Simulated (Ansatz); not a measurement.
**The cluster Cu₂Sn₂+: geometry, orbitals and charge**

Aim: characterise the cluster Cu₂Sn₂+ as a doublet: its structure, frontier levels and distribution of charge and spin.

The runs use Ansatz 0.2.0, Gaussian basis; UKS PBE0-D4/def2-TZVP.

The runs, in order: relaxation at PBE-D4/def2-SVP; a search for the lowest solution at PBE-D4/def2-SVP; a single point at PBE0-D4/def2-TZVP.

5 further runs of the same task are left out: 5 set aside as unsound or not needed.

## (1) Starting geometry

4 atoms, charge 1, spin multiplicity 2.

Atoms are counted from 1 here; the program's logs count them from 0.

Bond lengths: Cu1–Cu2 2.360 Å, Cu1–Sn3 3.183 Å, Cu1–Sn4 2.713 Å, Cu2–Sn4 2.640 Å, Sn3–Sn4 2.767 Å. Angles: Cu2–Cu1–Sn3 117.5°, Cu2–Cu1–Sn4 62.3°, Sn3–Cu1–Sn4 55.3°, Cu1–Cu2–Sn4 65.4°, Cu1–Sn3–Sn4 53.7°, Cu1–Sn4–Cu2 52.3°, Cu1–Sn4–Sn3 71.0°, Cu2–Sn4–Sn3 123.3°.

Sn takes a core potential in the def2 sets. No spin-orbit coupling is included. The ion is computed in the gas phase, without counter-ions or solvent.

The start is a GFN2-xTB geometry.

## (2) Optimising with PBE-D4/def2-SVP

Contents of in.yaml:

```yaml
crystal:
  periodic: [false, false, false]
  atoms:
    - {symbol: Cu, position_ang: [-0.510480, -1.316020, 0.042060]}
    - {symbol: Cu, position_ang: [1.847060, -1.269440, -0.045910]}
    - {symbol: Sn, position_ang: [-2.039750, 1.475770, 0.008550]}
    - {symbol: Sn, position_ang: [0.703170, 1.109690, -0.004700]}
basis:
  gaussian: {orbitals: def2-SVP}
total_charge: 1
magnetization: {spin_polarized: true, initial_magnetization: 1}
hamiltonian: {xc: pbe, dispersion: d4}
scf: {lower_state_search: "off"}
output: {orbitals: {seedname: orbitals}}
relax: {f_tol: 0.02, max_steps: 100}
```

The run is started by

```sh
ansatz run in.yaml --threads 4 --pin off --events-out ev --progress --plain --max-ram 4787MiB
```

Further steps of the session: Searching for the lowest solution, PBE-D4/def2-SVP; Single point, PBE0-D4/def2-TZVP.

**Question.** What will the summary of the whole plan be? Wanted: point group; commonest bond; HOMO, LUMO at PBE0-D4/def2-TZVP; ⟨S²⟩.

The runs gave:

| quantity | value |
| --- | --- |
| point group | C2v |
| commonest bond | Cu–Sn, 4 of mean length 2.619 Å |
| HOMO, LUMO at PBE0-D4/def2-TZVP (over both spins) | -10.44, -8.06 eV |
| ⟨S²⟩ | 0.758 |

In words: The relaxation broke 0 and made 1 bonds, so the end is another structure than the start. No usable vibrations, so a minimum isn't proven. The alpha HOMO lies nearest to Sn3, Sn4 about 44 % each; Cu1, Cu2 about 6 % each and the alpha LUMO to Sn3, Sn4 about 34 % each; Cu1, Cu2 about 16 % each (shares on a coarse grid); over both spins the LUMO of beta spin, not drawn, take the frontier's place. Whether this spin is the lowest isn't tested here.
